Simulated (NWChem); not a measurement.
# What each level costs for hydrogen peroxide (H₂O₂)

SMILES: OO
```xyz
4

O     -0.2942     0.6453    -0.0547
O      0.2942    -0.6453    -0.0547
H      0.3673     1.1503     0.4376
H     -0.3673    -1.1503     0.4376
```
Charge 0, spin multiplicity 1.

The numbers come from NWChem runs, not from measurements. The geometry was optimised at PBE0/def2-SVP, a minimum by its harmonic frequencies. It is one conformer; others weren't searched.

Basis set: cc-pVTZ (88 functions). Each entry is one whole single-point run; the coupled-cluster runs use the TCE module, and the SCF and DFT modules converge to different thresholds.

The correlated methods keep 2 core orbitals frozen. B3LYP has NWChem's definition, with VWN1-RPA local correlation. GW and range-separated runs recompute their integrals, the others keep them in memory, which bears on the times.

Roughly how much processor time does each of these take, relative to RHF: MP2, RI-MP2, B2PLYP, PBE, B3LYP, LC-wPBE (omega 0.3 per bohr), CR-CCSD(T)?

RI-MP2 about the same, within a factor of 3; B3LYP about the same, within a factor of 3; PBE about the same, within a factor of 3; MP2 about the same, within a factor of 3; B2PLYP about the same, within a factor of 3; LC-wPBE (omega 0.3 per bohr) about 10; CR-CCSD(T) about 20 (rough ratios from shared machines).
